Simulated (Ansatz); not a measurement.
Relaxation of C₂H₅S (8 atoms, charge 1, multiplicity 1), to a largest force component of 0.02 eV/Å in at most 40 steps.

Level of theory: Ansatz, RKS PBE/def2-SVP.

```xyz
8
Properties=species:S:1:pos:R:3:forces:R:3
C -0.861 0.833 -0.918 0.07 -0.14 -0.13
S 0.113 -0.449 -0.997 0.20 -0.28 -0.03
C 0.697 -0.682 0.687 -0.01 -0.05 -0.17
H -1.351 1.171 -1.821 -0.34 0.17 -0.85
H -1.065 1.385 -0.011 -0.09 0.41 0.83
H 0.545 0.206 1.293 -0.13 0.62 0.33
H 1.755 -0.934 0.645 0.68 -0.15 -0.15
H 0.167 -1.529 1.123 -0.38 -0.57 0.17
```

Where does it end, and by what steps?

The forces met the threshold. After 9 steps the energy has fallen by 0.069 eV; H5 moved furthest, 0.19 Å.

```tsv
step	energy less start (eV)	largest force component (eV/Å)	accepted
0	0.0000	0.850	yes
1	-0.0580	0.224	yes
2	-0.0302	0.763	no
3	-0.0644	0.072	yes
4	-0.0666	0.210	yes
5	-0.0679	0.075	yes
6	-0.0682	0.056	yes
7	-0.0685	0.043	yes
8	-0.0685	0.034	no
9	-0.0687	0.010	yes
```

```xyz
8
Properties=species:S:1:pos:R:3
C -0.862 0.875 -0.937
S -0.007 -0.508 -0.936
C 0.689 -0.711 0.722
H -1.361 1.150 -1.886
H -0.966 1.536 -0.055
H 0.438 0.141 1.381
H 1.786 -0.815 0.592
H 0.285 -1.666 1.120
```

The run took 13 s on 1 thread of Arm Neoverse V1 (shared host), peak memory 0.098 GiB.
